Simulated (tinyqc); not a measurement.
Orbital energy against energy difference: ionisation energy by orbital energies and by energy differences in the 6-31g basis, for H2O, spin multiplicity 1. Computed by the program tinyqc with PySCF. 

Geometry (angstrom):
```
atom       x        y       z
O     0.0000   0.0000  0.0000
H     0.0000   0.7040  0.5780
H     0.0000  -0.6780  0.5560
```

CCSD(T) difference in the same basis = 12.1503 eV

IP-EOM-CCSD = 11.9225 eV

The cation is unrestricted; errors are against CCSD(T) in this basis, not against experiment.

First vertical ionisation energy (eV):
```
method     -e(HOMO)  E(cation) - E  error of -e(HOMO)  error of the difference
HF           13.793       11.27023              1.643                   -0.880
LDA           6.448       13.01288             -5.702                    0.863
PBE           6.358       12.68222             -5.793                    0.532
B3LYP         8.112       12.74388             -4.038                    0.594
PBE0          8.481       12.62786             -3.670                    0.478
CAM-B3LYP    10.010       12.73897             -2.141                    0.589
LC-wPBE      11.453       12.77409             -0.697                    0.624
```

Koopmans errs by +1.64 eV and Delta-HF by -0.88 eV: relaxation, 2.52 eV, lowers the value and the missing correlation difference works against it. The PBE level is off by -5.8 eV through the wrong tail of its potential, though its energy difference is off by +0.53 eV; exact exchange deepens the level, and among the orbital energies LC-wPBE comes closest; among the differences PBE0 does.
